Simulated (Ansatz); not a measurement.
Ansatz results at the PBE0-D4/def2-TZVP geometry: HOMO energy (ωB97M-V/def2-TZVPP) -11.25 eV; HOMO–LUMO gap (PBE0/def2-TZVPP) 9.71 eV; LUMO energy (PBE0/def2-TZVPP) 0.91 eV.

Each molecule was computed in one conformer, which needn't be the lowest.

Which molecule gave them?
A. `FC1(F)CC1`
B. `CC(O)CF`
C. `CC(C)(O)F`
D. `OCCCF`

C. The others give `OCCCF`: -10.42, 9.04, 1.09; `FC1(F)CC1`: -10.69, 9.98, 1.65; `CC(O)CF`: -10.46, 9.24, 1.23.
